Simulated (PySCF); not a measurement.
**Working out the ionisation energy of Si**

Si [Ne] 3s2 3p2 (3P) → Si+ [Ne] 3s2 3p1 (2P). All numbers are calculated (PySCF 2.14, the spin-free X2C one-electron Hamiltonian (Gaussian nucleus), in x2c-TZVPPall (5s5p3d1f, 42 functions)). Frozen: 1s2. Energies in hartree (1 hartree = 27.21139 eV):

```csv
part,Si (lower),Si+ (upper)
UHF,-289.454183,-289.173839
MP2 opposite-spin,-0.153822,-0.146249
MP2 same-spin,-0.055952,-0.049034
```

Problem. What does Hartree-Fock give?

Solution. (-289.173839) − (-289.454183) = 0.280344 hartree = 7.629 eV.

Problem. What do MP2 and SCS-MP2 (6/5 opposite-spin, 1/3 same-spin) give?

Solution. The opposite-spin parts differ by 0.206 eV and the same-spin parts by 0.188 eV. MP2: 7.629 + (0.206) + (0.188) = 8.023 eV. SCS-MP2: 7.629 + 1.2 × (0.206) + (0.188)/3 = 7.939 eV.

Measured between the centres of the two terms (NIST): 8.157 eV, so MP2 (valence and next inner shell) is off by -0.134 eV.

What remains against the reference includes basis incompleteness, the frozen core and correlation beyond second order.
